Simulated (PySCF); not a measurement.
## How good is the calculation?

Atom-mapped SMILES (the numbers label the heavy atoms): `[CH2:1]=[CH:2][C:3]([F:4])([F:5])[F:6]` (H(Xn): hydrogen on atom n). Ha(C1) is cis to C3; Hb(C1) is trans to C3.

Measured values that the calculation should reproduce: δ ¹⁹F F4/F5/F6 -66.9 ppm (measured; G. Saielli, R. Bini, A. Bagno, Computational 19F NMR. 2. Organic compounds, RSC Adv. 2014, ESI (exp. from Berger-Braun-Kalinowski 1994 and Everett 1995)).
δ ¹H H(C2) 5.90; Ha(C1) 5.85; Hb(C1) 5.56 ppm (measured; solution, not stated per compound (mostly CDCl3 or CCl4); Pretsch, Buehlmann, Badertscher, Structure Determination of Organic Compounds, 4th ed. (2009)). Coupling constants: ³J(H(C2),Hb(C1)) (cis) 11.1 Hz, ³J(H(C2),Ha(C1)) (trans) 17.5 Hz, ²J(Hb(C1),Ha(C1)) 0.2 Hz.

Non-relativistic, single conformer, gas phase, rapidly exchanging positions averaged. GIAO B3LYP/pcSseg-2 shieldings; PBE0-D3(BJ)/def2-SVP structure; couplings computed with B3LYP/pcJ-1; PySCF 2.14.

Q: Set the calculated values beside the experiment.

A: 
Reference values: measured (G. Saielli, R. Bini, A. Bagno, Computational 19F NMR. 2. Organic compounds, RSC Adv. 2014, ESI (exp. from Berger-Braun-Kalinowski 1994 and Everett 1995)).
```csv
atoms,quantity,reference,computed
F4/F5/F6,δ ¹⁹F vs CFCl3,-66.9,-82.6
```

Reference values: measured (solution, not stated per compound (mostly CDCl3 or CCl4); Pretsch, Buehlmann, Badertscher, Structure Determination of Organic Compounds, 4th ed. (2009)).
```json
{"atoms": "H(C2)", "quantity": "δ ¹H", "reference": "5.90", "computed": "6.15", "computed, scaled": "6.01"}
{"atoms": "Ha(C1)", "quantity": "δ ¹H", "reference": "5.85", "computed": "6.15", "computed, scaled": "6.02"}
{"atoms": "Hb(C1)", "quantity": "δ ¹H", "reference": "5.56", "computed": "5.77", "computed, scaled": "5.65"}
```

Computed shifts are σ(ref) − σ with the named reference compound (TMS for H and C) calculated as an isolated molecule at the same level. The measured values may be among those fitted. Scaled to experiment by linear calibration (H and C: mostly CDCl3 data, vs TMS): ¹H: δ = 30.47 − 0.969σ (rms 0.18 ppm, 51 shifts). Occasional misses reach two or three times the rms, and more in compound classes unlike the fitted ones.

Coupling constants in Hz:
| coupling | reference | computed | source |
| --- | --- | --- | --- |
| ³J(H(C2),Hb(C1)) cis | 11.1 | 12.1 | measured; solution (compiled); Pretsch, Buehlmann, Badertscher, Structure Determination of Organic Compounds, 4th ed., Springer 2009 |
| ³J(H(C2),Ha(C1)) trans | 17.5 | 19.0 | measured; solution (compiled); Pretsch, Buehlmann, Badertscher, Structure Determination of Organic Compounds, 4th ed., Springer 2009 |
| ²J(Hb(C1),Ha(C1)) | 0.2 | 1.3 | measured; solution (compiled); Pretsch, Buehlmann, Badertscher, Structure Determination of Organic Compounds, 4th ed., Springer 2009 |

Q: How far are the unscaled ¹H shifts from the references?

A: Mean signed difference +0.25 ppm, mean absolute 0.25 ppm over 3 comparisons; the largest is +0.30 ppm at Ha(C1) (hydrogen on a terminal =CH2 carbon).

7 of the 8 published NMR values on file for this molecule are compared.

Unscaled 3J(H,H) at this level run about 10 % above measured values.
